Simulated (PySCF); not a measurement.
**How methods differ on the ionisation energy of Be**

Be [He] 2s2 (1S) → Be⁺ [He] 2s1 (2S), as a difference of total energies. All numbers are calculated (PySCF 2.14, the non-relativistic Hamiltonian (point nucleus), in dyall-av2z). Correlated levels: valence: 1s2 frozen; virtual orbitals above 40 to 60 times the deepest correlated orbital energy dropped. The calculations carry no spin-orbit coupling.

```tsv
method	ionisation energy (eV)
UHF	8.045
MP2 (valence)	8.796
SCS-MP2 (valence)	8.947
CCSD (valence)	9.288
```

Task: How much does correlation contribute at MP2 (valence)?

Result: 8.796 − (8.045) = 0.751 eV, measured against UHF.

Errors of the correlated levels include the incompleteness of this basis and the frozen core.

With two correlated electrons CCSD is exact in that space.

For comparison: 9.323 eV (measured; NIST Atomic Spectra Database, ionization energies).
